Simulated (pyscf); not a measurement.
# Four-centre exchange: `[ZnH2]` + `[CH3][OH]` → `[OH][ZnH]` + `[CH4]`

Gas phase, singlet surface, charge 0. Bonds broken: Zn1–H2, C4–O5. Bonds formed: Zn1–O5, H2–C4. Structures and frequencies: ωB97X-D3(BJ)/def2-SVP in PySCF.

Transition state (Å):

```xyz
9

Zn     1.2268     0.8210     0.3025
H      0.2391    -0.5802     0.3392
H      2.6263     1.4332     0.5945
C     -1.3544    -0.3549     0.4428
O     -0.5843     1.2965    -0.1734
H     -1.2286    -0.9249     1.3721
H     -1.4671    -1.0167    -0.4195
H     -2.2390     0.2921     0.5482
H     -1.0961     2.1178    -0.0843
```

One imaginary mode, 1234i cm⁻¹; descent along it reached the two sides named, in the forms told below.

```
bond    change  reactant side (Å)  saddle  product side
------  ------  -----------------  ------  ------------
Zn1–H2  breaks              1.571   1.715           2.8
C4–O5   breaks              1.420   1.923           3.2
Zn1–O5   forms              2.174   1.932         1.782
H2–C4    forms                3.3   1.613         1.101
```

Electronic energies relative to the separated reactants (kJ/mol):

```tsv
level	barrier	reaction energy	reverse barrier
ωB97X-D3(BJ)/def2-TZVP	242.9	-150.2	393.1
PBE/def2-TZVP	206.5	-150.2	356.7
r²SCAN/def2-TZVP	212.3	-157.2	369.5
B3LYP-D3(BJ)/def2-TZVP	226.7	-150.7	377.4
PBE0-D3(BJ)/def2-TZVP	231.5	-146.3	377.8
M06-2X/def2-TZVP	231.7	-153.9	385.6
ωB97M-D3(BJ)/def2-TZVP	240.4	-147.7	388.1
HF/def2-TZVP	324.4	-139.0	463.4
```

With ωB97M-D3(BJ)/def2-TZVP energies and thermal terms (ideal gas, 1 atm, RRHO with modes under 100 cm⁻¹ raised to 100, one conformer, R ln 2 for rigid chiral ones), in kJ/mol:

| T (K) | ΔH‡ | ΔG‡ | ΔH | ΔG |
|---|---|---|---|---|
| 298 | 234.5 | 271.5 | -145.6 | -145.5 |
| 600 | 237.3 | 307.9 | -144.9 | -145.9 |
| 900 | 240.0 | 342.5 | -145.8 | -146.2 |
| 1200 | 242.2 | 376.4 | -147.3 | -146.2 |

On the reactant side the descent ends in an adduct with a O–Zn contact, 43.7 kJ/mol under the separated species and 286.7 kJ/mol under the saddle at ωB97X-D3(BJ)/def2-TZVP. What is counted as formed (O–Zn) is already present as a longer contact in the reactant adduct; forming that adduct is a step of its own. From the product side, [HO–Zn]• + H• + CH₄ lies, by one bond made or cut, 39.4 kJ/mol under this saddle at ωB97M-D3(BJ). One saddle was located; it need not be the lowest between these sides. Elements up to Kr have no core potential and no relativistic terms here.
